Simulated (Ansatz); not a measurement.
**RPA@PBE0/cc-pVTZ run of SiH4O (SMILES O[SiH3])**

Aim: the energy change on altering one bond length of SiH4O at RPA@PBE0/cc-pVTZ, from 2 runs. 

The results are computed with Ansatz 0.2.0.

47 further runs of the same task are left out: 47 set aside as unsound or not needed.

### Step 1. The structure to begin with

The species is SiH4O (6 atoms), meant as a singlet with charge 0. SMILES: `O[SiH3]`. Geometry: relaxed at PBE0-D4/def2-TZVP.

Bond lengths: O1–Si2 1.648 Å, O1–H3 0.957 Å, Si2–H4 1.489 Å, Si2–H5 1.481 Å, Si2–H6 1.489 Å. Angles: O1–Si2–H4 111.7°, O1–Si2–H5 105.9°, O1–Si2–H6 111.7°, Si2–O1–H3 117.9°, H4–Si2–H5 109.9°, H4–Si2–H6 107.9°, H5–Si2–H6 109.9°.

### Step 2. The energy at RPA@PBE0/cc-pVTZ

Contents of job.yaml:

```yaml
crystal:
  periodic: [false, false, false]
  atoms:
    - {symbol: O, position_ang: [0.636700, -1.030300, 0.419000]}
    - {symbol: Si, position_ang: [-0.035700, 0.346500, -0.187000]}
    - {symbol: H, position_ang: [0.069100, -1.629200, 0.904700]}
    - {symbol: H, position_ang: [-1.128300, 0.045700, -1.152800]}
    - {symbol: H, position_ang: [1.060500, 1.064900, -0.875600]}
    - {symbol: H, position_ang: [-0.602300, 1.202400, 0.891700]}
basis:
  gaussian:
    orbitals: cc-pVTZ
correlation:
  method: rpa
  frozen_orbitals: {H: 0, O: 1, Si: 5}
hamiltonian:
  xc: {name: PBE0}
accuracy: high
```

Run with:

```
$ ansatz run job.yaml --threads 1 --pin off --max-ram 3480MiB --events-out events.jsonl --progress --plain --runs-dir runs
```

Output:

```text
Warning: RAYON_NUM_THREADS=1 ignored (pool sized by the plan → 1); use --threads N
Functional definition: PBE0
  name "PBE0"
  parameter a = 0.25
  parameter kappa = 0.804
  parameter beta = 0.06672455060314922
  exchange = (1 - a)*pbe_x(kappa = kappa, mu = beta*pi^2/3) + a*exact_x
  correlation = pbe_c(beta = beta)
2072 factors; integrals over basis functions are off by at most 3.5e-9 eV
mean field evaluation 1: about -9982.3817 eV, gradient 4.9e1 eV
mean field evaluation 2: about -9982.3810 eV, gradient 4.9e1 eV
mean field evaluation 4: about -9986.1063 eV, gradient 4.7e0 eV
mean field evaluation 8: about -9986.1563 eV, gradient 2.8e-2 eV
mean field evaluation 16: about -9986.1563 eV, gradient 5.2e-7 eV
mean field -9986.15627408 eV, -366.9844742126 hartree, gradient 2.6e-8 eV, S^2 0.000000; 0 other end points of the search recorded, 0 dependent functions left out
6 core orbitals not correlated: weight in the atoms' cores, before any rotation towards them, 1.000 or more for the frozen orbitals, at most 0.000 for the correlated occupied ones
reference -9964.60138702 eV, -366.1923467237 hartree; 7, 7 occupied and 107, 107 virtual orbitals, 2072 factors
Total energy: -9980.60187029 eV, -366.7803536383 hartree
```

Run time: 13 s. Hardware: 1 thread of Arm Neoverse V1, shared host; peak memory 0.41 GiB.

### Step 3. The distorted shape, same level

Contents of molecule.yaml:

```yaml
crystal:
  periodic: [false, false, false]
  atoms:
    - {symbol: O, position_ang: [1.317795, -0.311646, -0.163819]}
    - {symbol: Si, position_ang: [0.645395, 1.065154, -0.769819]}
    - {symbol: H, position_ang: [0.069100, -1.629200, 0.904700]}
    - {symbol: H, position_ang: [-0.447205, 0.764354, -1.735619]}
    - {symbol: H, position_ang: [1.741595, 1.783554, -1.458419]}
    - {symbol: H, position_ang: [0.078795, 1.921054, 0.308881]}
basis:
  gaussian: {orbitals: cc-pVTZ}
hamiltonian: {xc: {name: PBE0}}
correlation: {method: rpa, frozen_orbitals: {H: 0, O: 1, Si: 5}}
accuracy: high
```

Run with:

```
$ ansatz run molecule.yaml --threads 1 --pin off --max-ram 3480MiB --events-out events.jsonl --progress --plain --runs-dir runs
```

Output (excerpt; [...] marks lines left out):

```text
Warning: RAYON_NUM_THREADS=1 ignored (pool sized by the plan → 1); use --threads N
[... 2 set-up lines as earlier in the session ...]
[...]
2044 factors; integrals over basis functions are off by at most 3.1e-9 eV
[...]
mean field -9980.52907055 eV, -366.7776782970 hartree, gradient 8.8e-8 eV, S^2 0.000000; 0 other end points of the search recorded, 0 dependent functions left out; unrestricted orbitals would lower it
unrestricted determinant -9961.07706366 eV, -366.0628302290 hartree, S^2 0.9469
6 core orbitals not correlated: weight in the atoms' cores, before any rotation towards them, 1.000 or more for the frozen orbitals, at most 0.000 for the correlated occupied ones
reference -9957.58654521 eV, -365.9345560420 hartree; 7, 7 occupied and 107, 107 virtual orbitals, 2044 factors
Total energy: -9975.22452953 eV, -366.5827400101 hartree
```

It took 17 s on 1 thread of Arm Neoverse V1, shared host; peak memory 0.42 GiB.

### Step 4. What came out

Level: RPA@PBE0/cc-pVTZ, 6 core orbitals frozen.

```
                                                         quantity          value
                                        first shape: total energy  -366.78035 Eh
                    first shape: RPA correlation energy (valence)     -588.0 mEh
                                    distorted shape: total energy  -366.58274 Eh
                distorted shape: RPA correlation energy (valence)     -648.2 mEh
energy change with the O1–H3 bond stretched from 0.957 to 2.106 Å       5.377 eV
```

One bond (distorted shape) is far stretched, which a spin-restricted single reference describes badly; a broken-symmetry solution may lie lower. With the O1–H3 bond stretched from 0.957 to 2.106 Å the energy rises by 5.38 eV (519 kJ/mol). The first shape isn't relaxed at this level, so the change isn't measured from a minimum. A restricted reference can't describe the breaking bond well at this length. The restricted solution (distorted shape) is unstable to spin breaking: an unrestricted one lies lower.
